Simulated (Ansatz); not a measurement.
fcc Ir was calculated with B3LYP (VWN-RPA form) (Ansatz, an electronic-structure program, plane waves, PAW).

Settings: plane-wave cutoff 460 eV, 14×14×14 k mesh, Fermi–Dirac smearing 0.05 eV, no spin polarisation, scalar-relativistic PAW data made under PBE.

Energies at three volumes about the minimum:

```
V (Å³/atom)  E − E_lowest (meV/atom)
-----------  -----------------------
14.127                         22.08
14.603                          0.00
14.968                          6.22
```

Problem. Fit a parabola by hand: where is the minimum, what lattice constant follows, and what is the bulk modulus?

Solution. Slopes: (0.00 − 22.08)/(14.603 − 14.127) = -46.387 and (6.22 − 0.00)/(14.968 − 14.603) = 17.041 meV/Å³. Curvature E″ = 2 × (17.041 − (-46.387))/(14.968 − 14.127) = 150.839 meV/Å⁶. From the middle of the first interval, the slope vanishes at V0 = 14.3650 − (-46.387)/150.839 = 14.673 Å³/atom. B = V0 E″ = 14.673 × 150.839 meV/Å³ × 0.1602 GPa per meV/Å³ = 355 GPa. With 4 atoms in the cube, a = (4 × 14.673)^(1/3) = 3.886 Å. The full Birch–Murnaghan fit to all volumes gives V0 = 14.662 Å³/atom and B0 = 340 GPa.

Measured, for comparison: bulk modulus 365 GPa (corrected for temperature and zero-point phonon effects; as tabulated in Levämäki et al. (2014), arXiv:1402.3671); lattice constant a 3.831 Å (static lattice: zero-point anharmonic expansion removed; as tabulated in Mejia-Rodriguez and Trickey (2018), arXiv:1807.09216). Computed (rounded) less measured: bulk modulus -7 %.
